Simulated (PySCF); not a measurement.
**Mg₂Cl⁺, triplet: structure and spectrum**

Method: UPBE0/[Cl def2-TZVP, Mg def2-TZVP], no relativity, density fitting, PySCF.

The structure is a minimum.

- Point group: C2v
- Bond lengths: Cl–Mg 2.393 Å (×2)
- Bond angles: Mg–Cl–Mg 146.9°
- Rotational constants: 1.79, 0.06678, 0.06438 cm⁻¹
- Principal polarisabilities: 89.1, 90.3, 109.3 bohr³
- Principal quadrupole moments (Buckingham, traceless) about the centre of mass: -14.18, -14.14, 28.32 D Å
- Dipole moment about the centre of mass: 1.75 D
- Highest occupied level (α): -9.76 eV
- Zero-point energy: 3.8 kJ/mol
- Spin squared ⟨S²⟩: 2.000
- Enthalpy at 298.15 K above 0 K: 14.36 kJ/mol
- Lowest empty level (β): -7.31 eV
- Heat capacity Cp at 298.15 K: 55.6 J/(mol K)
- Entropy at 298.15 K and 1 bar (electronic part: spin only): 304.3 J/(mol K)
- Rotational symmetry number: 2

Harmonic modes (masses in u: Cl 34.969, Mg 23.985):
```
symmetry  ω (cm⁻¹)  IR (km/mol)     type
      a1        45          9.8     bend
      a1       268         11.1  stretch
      b2       328          280  stretch
```

In C2v the vibrations span 2a1 + b2. Here b1 is antisymmetric to the molecular plane and b2 lies in it.

Charges (e):
```csv
atom,Mulliken,Löwdin,polar tensor,spin (Mulliken),Mayer order to Cl1
Cl1,-0.46,0.14,-0.76,0.04,–
"Mg2,3",0.73,0.43,0.88,0.98,0.45
```

Mulliken populations on Cl1: s 5.95, p 11.49, d 0.01, f 0.00.

This need not be the most stable arrangement of these atoms.

The final relaxation and frequency run took of the order of 70 core-seconds on a shared host.
